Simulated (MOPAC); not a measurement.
MOPAC input (AM1):

```
AM1 1SCF CHARGE=-1 GEO-OK AUX(PRECISION=9) THREADS=1
C2H3O2

C    -0.86779925 1   -0.02842753 1   -0.08465418 1
O    -0.88803194 1   -1.05093051 1    0.59213902 1
O     0.14572903 1    0.69139384 1   -0.44565963 1
H    -1.80224265 1    0.42334062 1   -0.47790280 1
C     1.53606667 1    0.43224451 1    0.07324310 1
H     1.59861714 1   -0.65948461 1    0.19327966 1
H     2.13244424 1    0.68953549 1   -0.81874536 1
```

Question: What heat of formation does the run end on, and which ionisation energy by Koopmans theorem?

Answer: -46.61 kcal/mol; 1.42 eV.
